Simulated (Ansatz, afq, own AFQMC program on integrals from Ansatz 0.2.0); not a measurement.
AFQMC, coupled cluster and functionals along a coordinate of BH₃, triplet

```xyz
4

B    -0.1149    0.0000    0.0891
H     0.3114    0.5391   -0.9919
H     0.6095    0.0000    1.0286
H     0.3113   -0.5391   -0.9919
```

The B1–H4 distance is changed with both sides rigid. Energies in eV count from this geometry (1.281 Å) at the same level; the start stands on UHF, each point on the determinant named.

Basis 6-31G. Noble-gas cores (and the filled d shells of Ga–Kr and In–Xe) are frozen. Ansatz 0.2.0 and our own AFQMC program on the same integrals; the CISD trial comes from CCSD amplitudes, and released means the phaseless constraint is let go. ± is one standard error of the sampling.

Cautions, each for one point or more: lower spins were not checked.

```
r(B1–H4) / Å  det.     T1  weight  ⟨S²⟩  wB97M-V     HF  CCSD(T)
       1.033   UHF  0.008    0.96  2.01    0.782  0.741    0.820
       1.596   UHF  0.020    0.95  2.01    0.364  0.335    0.303
       2.087   UHF  0.017    0.95  2.01    0.906  0.369    0.613
       2.884   UHF  0.006    0.96  2.00    0.898  0.084    0.446
       4.355   UHF  0.006    0.96  2.00    0.861  0.030    0.400
```

(1) Estimate the curve of full CI, counted from the same start.

Results:

(1) 
```json
{"r(B1–H4) / Å": "1.033", "det.": "UHF", "T1": "0.008", "weight": "0.96", "⟨S²⟩": "2.01", "FCI": "0.822", "ph-AFQMC/CISD": "0.822 ± 0.0009", "released AFQMC": "0.822 ± 0.0005", "CCSDT(Q)": "0.822"}
{"r(B1–H4) / Å": "1.596", "det.": "UHF", "T1": "0.020", "weight": "0.95", "⟨S²⟩": "2.01", "FCI": "0.299", "ph-AFQMC/CISD": "0.302 ± 0.001", "released AFQMC": "0.299 ± 0.0007", "CCSDT(Q)": "0.299"}
{"r(B1–H4) / Å": "2.087", "det.": "UHF", "T1": "0.017", "weight": "0.95", "⟨S²⟩": "2.01", "FCI": "0.607", "ph-AFQMC/CISD": "0.610 ± 0.0009", "released AFQMC": "0.607 ± 0.0006", "CCSDT(Q)": "0.607"}
{"r(B1–H4) / Å": "2.884", "det.": "UHF", "T1": "0.006", "weight": "0.96", "⟨S²⟩": "2.00", "FCI": "0.447", "ph-AFQMC/CISD": "0.447 ± 0.0008", "released AFQMC": "0.446 ± 0.0004", "CCSDT(Q)": "0.447"}
{"r(B1–H4) / Å": "4.355", "det.": "UHF", "T1": "0.006", "weight": "0.96", "⟨S²⟩": "2.00", "FCI": "0.402", "ph-AFQMC/CISD": "0.402 ± 0.0008", "released AFQMC": "0.402 ± 0.0004", "CCSDT(Q)": "0.401"}
```

Weight is that of the determinant in the CISD state; at the start T1 is 0.007 and the weight 0.96, and ⟨S²⟩ is 2.01. Symmetry can't show for every point that it stays on the start's state. Largest departures from full CI: CCSD(T) 0.005 eV at 2.087 (on UHF), ph-AFQMC/CISD 0.003 eV at 2.087 (on UHF), released AFQMC -0.001 eV at 2.087 (on UHF) (within the noise), CCSDT(Q) 0.000 eV at 2.087 (on UHF), HF -0.372 eV at 4.355 (on UHF). The functionals aren't scored here. In this small basis the wave-function levels are far from their limit, so their gap to the functionals isn't the functionals' error.

CCSDT and higher add their correlation energy to the determinant of the CCSD(T) run, since their own runs factorise the integrals more tightly (a shift of under 2 meV). A walk keeps the symmetry of its determinant, which the program's search chose and which needn't be the lowest solution, so a lower state of the same spin and another symmetry isn't excluded. Released energies are given only where the last usable release times agree within the noise; a slower fall can still hide under it.
